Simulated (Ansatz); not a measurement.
Structure relaxation of Cu3P2

Level of theory: DFT PBE, scalar-relativistic, plane waves, PAW in Ansatz 0.2.0. Cutoff 420 eV, Γ-centred k mesh, Gaussian smearing, no spin polarisation in the final step.

Cu3P2 was placed on the tetradymite structure type (R-3m, No. 166), with P in place of Bi, Cu in place of Te, at a guessed volume.

```yaml
crystal:
  lattice:
    - [1.66287, 0.96006, 7.70825]
    - [-1.66287, 0.96006, 7.70825]
    - [0.00000, -1.92012, 7.70825]
  atoms:
    - { symbol: Cu, position: [0.00000, 0.00000, 0.00000] }
    - { symbol: Cu, position: [0.20950, 0.20950, 0.20950] }
    - { symbol: Cu, position: [0.79050, 0.79050, 0.79050] }
    - { symbol: P, position: [0.40000, 0.40000, 0.40000] }
    - { symbol: P, position: [0.60000, 0.60000, 0.60000] }
```

Cell and atoms relax at zero pressure; the relaxation can't lower the symmetry of the start.

Formation energies are uncorrected and refer to the elements' standard structures at the same level.

(1) What does it relax into?

(2) What are its volume, energy, density and gap?

Answers

(1) It keeps R-3m (No. 166), but not the shape of the type it started on. Conventional cell: a = 3.933 Å, c = 16.328 Å. Cu on Wyckoff site a (1 atom of the primitive cell) has 6 Cu at 2.56 Å and 6 P at 2.78 Å; around Cu on Wyckoff site c (2 atoms of the primitive cell) lie 3 P at 2.31 Å, 3 Cu at 2.56 Å and 1 P at 2.78 Å; around P lie 1 P at 2.22 Å, 3 Cu at 2.31 Å and 4 Cu at 2.78 Å.

```
Cu P
1.0
     1.96634    1.13527    5.44268
    -1.96634    1.13527    5.44268
     0.00000   -2.27054    5.44268
Cu P
3 2
Direct
  0.00000 0.00000 0.00000
  0.26150 0.26150 0.26150
  0.73850 0.73850 0.73850
  0.43188 0.43188 0.43188
  0.56812 0.56812 0.56812
```

(2) The volume per atom is 14.58 Å³ and the density is 5.75 g/cm³. The energy over the elements is 0.04 eV/atom and the gap on the 12×12×12 mesh is 0 eV (a metal).

The final run used a 12×12×12 mesh on its 5-atom cell and 0.10 eV smearing. The k mesh leaves about 4 meV/atom of noise in metals. Symmetry constrained the relaxation, so the result can be a saddle point.

Cost: 2 runs of about 22 core-minutes in all, on Arm Neoverse V1 (shared hosts).